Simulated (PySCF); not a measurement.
C4H7P.
Numbering: `[CH2:1]=[P:2]/[CH:3]=[CH:4]\[CH3:5]` (hydrogens: H6, H7 on C1; H8 on C3; H9 on C4; H10, H11, H12 on C5)

The same species was optimised twice, with GFN2-xTB and with PBE0-D3(BJ)/def2-SVP (PySCF), and the same property calculations (PySCF, gas phase) were run on both structures.

```json
{"coordinate": "C1–H7 (Å)", "GFN2-xTB": "1.078", "PBE0-D3(BJ)/def2-SVP": "1.096", "change": "+0.018"}
{"coordinate": "C1–H6 (Å)", "GFN2-xTB": "1.077", "PBE0-D3(BJ)/def2-SVP": "1.094", "change": "+0.017"}
{"coordinate": "C3=C4 (Å)", "GFN2-xTB": "1.331", "PBE0-D3(BJ)/def2-SVP": "1.345", "change": "+0.014"}
{"coordinate": "C4–H9 (Å)", "GFN2-xTB": "1.085", "PBE0-D3(BJ)/def2-SVP": "1.098", "change": "+0.013"}
{"coordinate": "C3–H8 (Å)", "GFN2-xTB": "1.084", "PBE0-D3(BJ)/def2-SVP": "1.097", "change": "+0.013"}
{"coordinate": "C5–H11 (Å)", "GFN2-xTB": "1.090", "PBE0-D3(BJ)/def2-SVP": "1.103", "change": "+0.013"}
{"coordinate": "C5–H10 (Å)", "GFN2-xTB": "1.090", "PBE0-D3(BJ)/def2-SVP": "1.103", "change": "+0.013"}
{"coordinate": "C5–H12 (Å)", "GFN2-xTB": "1.087", "PBE0-D3(BJ)/def2-SVP": "1.099", "change": "+0.012"}
{"coordinate": "C4–C5 (Å)", "GFN2-xTB": "1.488", "PBE0-D3(BJ)/def2-SVP": "1.491", "change": "+0.003"}
{"coordinate": "P2–C3 (Å)", "GFN2-xTB": "1.813", "PBE0-D3(BJ)/def2-SVP": "1.811", "change": "-0.002"}
{"coordinate": "C1=P2 (Å)", "GFN2-xTB": "1.667", "PBE0-D3(BJ)/def2-SVP": "1.666", "change": "-0.001"}
{"coordinate": "P2–C3–H8 (°)", "GFN2-xTB": "115.8", "PBE0-D3(BJ)/def2-SVP": "117.8", "change": "+2.0"}
{"coordinate": "C1–P2–C3 (°)", "GFN2-xTB": "100.2", "PBE0-D3(BJ)/def2-SVP": "102.0", "change": "+1.8"}
{"coordinate": "C3–C4–H9 (°)", "GFN2-xTB": "119.2", "PBE0-D3(BJ)/def2-SVP": "117.4", "change": "-1.8"}
{"coordinate": "C4–C5–H12 (°)", "GFN2-xTB": "110.8", "PBE0-D3(BJ)/def2-SVP": "112.6", "change": "+1.8"}
{"coordinate": "C3–C4–C5 (°)", "GFN2-xTB": "125.6", "PBE0-D3(BJ)/def2-SVP": "127.1", "change": "+1.5"}
{"coordinate": "C4–C3–H8 (°)", "GFN2-xTB": "119.7", "PBE0-D3(BJ)/def2-SVP": "118.5", "change": "-1.2"}
{"coordinate": "H10–C5–H11 (°)", "GFN2-xTB": "107.4", "PBE0-D3(BJ)/def2-SVP": "106.3", "change": "-1.1"}
{"coordinate": "H11–C5–H12 (°)", "GFN2-xTB": "109.2", "PBE0-D3(BJ)/def2-SVP": "108.3", "change": "-0.9"}
{"coordinate": "C1–P2–C3–C4 (°)", "GFN2-xTB": "180", "PBE0-D3(BJ)/def2-SVP": "180", "change": "0"}
```

Rotational constants: A = 12312, B = 2181, C = 1874 MHz (GFN2-xTB) against A = 12385, B = 2137, C = 1844 MHz (PBE0-D3(BJ)/def2-SVP). Point groups within 0.08 Å: Cs and Cs.

On the GFN2-xTB structure: lowest singlet, TDDFT (eV) 4.47 [CAM-B3LYP/def2-SVPD]; lowest triplet, Tamm–Dancoff (eV) 2.57 [CAM-B3LYP/def2-SVPD]; isotropic polarisability (au) 78.8 [CAM-B3LYP/def2-SVPD]; HOMO (eV) -8.00 [CAM-B3LYP/def2-SVPD]; LUMO (eV) -0.58 [CAM-B3LYP/def2-SVPD]; dipole (D) 1.27 [CAM-B3LYP/def2-SVPD]; HOMO (eV) -6.84 [PBE0/pcSseg-1]; LUMO (eV) -1.69 [PBE0/pcSseg-1]; dipole (D) 1.25 [PBE0/pcSseg-1]; GIAO shielding of C1 (ppm) 11.7 [PBE0/pcSseg-1]; GIAO shielding of P2 (ppm) 30.3 [PBE0/pcSseg-1]; GIAO shielding of C3 (ppm) 36.5 [PBE0/pcSseg-1]; GIAO shielding of C4 (ppm) 36.1 [PBE0/pcSseg-1]; GIAO shielding of C5 (ppm) 166.2 [PBE0/pcSseg-1].

What do these properties become on the PBE0-D3(BJ)/def2-SVP structure?

```
                                    property                level  on GFN2-xTB  on PBE0-D3(BJ)/def2-SVP  change
                  lowest singlet, TDDFT (eV)  CAM-B3LYP/def2-SVPD         4.47                     4.43   -0.04
           lowest triplet, Tamm–Dancoff (eV)  CAM-B3LYP/def2-SVPD         2.57                     2.56   -0.01
               isotropic polarisability (au)  CAM-B3LYP/def2-SVPD         78.8                     80.3    +1.5
                                   HOMO (eV)  CAM-B3LYP/def2-SVPD        -8.00                    -7.99   +0.01
                                   LUMO (eV)  CAM-B3LYP/def2-SVPD        -0.58                    -0.59   -0.01
                                  dipole (D)  CAM-B3LYP/def2-SVPD         1.27                     1.30   +0.03
energy, GFN2-xTB geometry as zero (kcal/mol)  CAM-B3LYP/def2-SVPD          0.0                     -0.7    -0.7
                                   HOMO (eV)        PBE0/pcSseg-1        -6.84                    -6.82   +0.02
                                   LUMO (eV)        PBE0/pcSseg-1        -1.69                    -1.70   -0.01
                                  dipole (D)        PBE0/pcSseg-1         1.25                     1.29   +0.04
energy, GFN2-xTB geometry as zero (kcal/mol)        PBE0/pcSseg-1          0.0                     -0.5    -0.5
                  GIAO shielding of C1 (ppm)        PBE0/pcSseg-1         11.7                     12.7    +1.0
                  GIAO shielding of P2 (ppm)        PBE0/pcSseg-1         30.3                     31.0    +0.7
                  GIAO shielding of C3 (ppm)        PBE0/pcSseg-1         36.5                     35.2    -1.3
                  GIAO shielding of C4 (ppm)        PBE0/pcSseg-1         36.1                     32.1    -4.0
                  GIAO shielding of C5 (ppm)        PBE0/pcSseg-1        166.2                    165.1    -1.1
```

The heavy atoms differ by 0.023 Å rms after alignment. Among all bonds C1–H6 and C1–H7 change most and about equally (+0.017 to +0.018 Å). Changes are differences of the printed values. Neither structure is proved a minimum here.

Conformer computed: `[CH2:1]=[P:2]/[CH:3]=[CH:4]\[CH3:5]`: C1–P2–C3–C4 180°.
